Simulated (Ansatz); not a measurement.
Basis-set extrapolation for `CCSCF` (PBE0-D4/def2-TZVP geometry, frozen core, the Gaussian-basis code of Ansatz). Multiplicity 1, RHF reference.

|  | def2-TZVPP | def2-QZVPP |
| --- | --- | --- |
| HF | -614.740193 | -614.761521 |
| MP2 correlation | -0.951034 | -1.024774 |
| CCSD(T) correlation | -1.037881 | not run |

Energies in hartree. Use E(X) = E(∞) + A·exp(−7.88·√X) for Hartree–Fock and E(X) = E(∞) + B·X^(−2.97) for correlation, with X = 3 and 4, and add CCSD(T) minus MP2 of the smaller set to the MP2 limit.

Problem. What is the CCSD(T) energy at the basis-set limit?

Solution. HF limit: -614.761521 + (-0.021328) × 0.13774 = -614.76446. MP2 limit: -1.024774 + (-0.073740) × 0.74074 = -1.07940. Higher-order term: -1.037881 − (-0.951034) = -0.08685. Total: -615.93071 hartree, 4.15 eV below CCSD(T)/def2-TZVPP.
